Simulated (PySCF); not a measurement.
Bonds broken one at a time in the series Al Cl-H. Isolated molecules, 0 K electronic values unless said otherwise. Strings in code marks are SMILES.

Method: TPSSh-D3(BJ)/def2-TZVP in PySCF. 

| species | dipole moment (D) |
|---|---|
| whole molecule (`[Cl][Al]([Cl])[Cl]`) | 0.00 |
| radical fragment (`[Cl]`) | 0.00 |
| radical fragment (`[Cl][Al][Cl]`) | 1.45 |
| whole molecule (`[Cl][AlH][Cl]`) | 1.00 |
| radical fragment (`[Cl][AlH]`) | 1.49 |
| whole molecule (`[AlH2][Cl]`) | … |
| whole molecule (`[AlH3]`) | 0.00 |

Problem. Fill in the missing entries.

Solution. 
- whole molecule (`[AlH2][Cl]`), dipole moment (D): 1.22
